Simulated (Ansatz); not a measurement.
## CCSD(T) forces

CH3NSi (SMILES C1=N[SiH2]1), singlet, displaced at random from a GFN2-xTB minimum.

```
6
angstrom
C -0.4496 -0.9406 -0.1331
N 0.7276 -0.9534 0.3311
Si 0.1262 0.7414 0.0322
H -1.1066 -1.7782 -0.2929
H 0.6739 1.3355 -1.2451
H -0.1094 1.5233 1.1841
```

Ansatz 0.2.0; basis: def2-TZVPP; cores frozen in the correlated methods.

CCSD(T) forces from the calculation:
```tsv
atom	Fx	Fy	Fz (eV/Å)
C1	-1.115	-0.072	0.017
N2	1.228	0.118	0.387
Si3	0.655	-0.707	-1.875
H4	-0.314	-0.251	-0.200
H5	-0.238	0.085	0.807
H6	-0.216	0.827	0.863
```

(1) Which atom feels the largest CCSD(T) force, and how large is it?

No T1 diagnostic of these runs exceeds 0.017. These are differences at one structure, and CCSD(T) in triple zeta is itself an approximation.

Results:

(1) Si3, 2.11 eV/Å, along (0.31, -0.34, -0.89).

Root-mean-square difference of the force components from those of CCSD(T): PBE0-D4 0.399; wB97M-V 0.366; r2SCAN-D4 0.300; PBE-D4 0.191; r2SCAN0-D4 0.512; LC-wPBE 0.532 eV/Å.

For scale, one of the runs: CCSD(T)/def2-TZVPP forces, 146 basis functions (an equivalent command: `ansatz run in.yaml --threads 4`). Hardware: 4 CPU threads, shared host. Wall time 16 s; peak host memory 1.6 GiB.
